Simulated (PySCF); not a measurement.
Which determinant of Cl₂ lies lowest?

Unrestricted PBE0; PySCF, no relativity, basis sets Cl def2-TZVP. Outer shells of the fragments: Cl 3s2 3p5; Cl 3s2 3p5.

Followed along the bond (rough minima from three points):

| 2Ms+1 | unpaired | ⟨S²⟩ at the start | R at minimum (Å) | Te (eV) |
| --- | --- | --- | --- | --- |
| 1 | none | 0.00 | 1.99 | 0.00 |
| 3 | σ ↑, π ↑ | 2.01 | none in the scan | ≤ 2.38 |

Solutions found at the starting distance of 1.940 Å, counted from the lowest of them; the search is not exhaustive and high or unbound solutions are not listed, so other states can lie among these:

| 2Ms+1 | unpaired | term | E (eV) | ⟨S²⟩ | ⟨Lz²⟩ |
| --- | --- | --- | --- | --- | --- |
| 1 | none | ¹Σ⁺ | 0.00 | 0.00 | 0.00 |
| 3 | σ ↑, π ↑ | ³Π | 3.19 | 2.01 | 1.01 |
| 1 | σ ↑, π ↓ | mixed | 3.48 | 1.01 | 1.01 |
| 3 | σ ↑↑ | ³Σ⁺ | 7.32 | 2.01 | 0.00 |
| 3 | π ↑↑ | ³Σ⁻ | 7.40 | 2.01 | 0.00 |

A term symbol is given only where ⟨S²⟩ and ⟨Lz²⟩ are close to those of a pure state; the other rows mix spins, or terms through real π, δ and φ orbitals, and g/u labels are left off.

The measured ground state is X ¹Σg+ (Huber and Herzberg, Constants of Diatomic Molecules (1979)).

Counting both spins, an empty level lies below a filled one in some of these solutions, because spin and occupation are held.
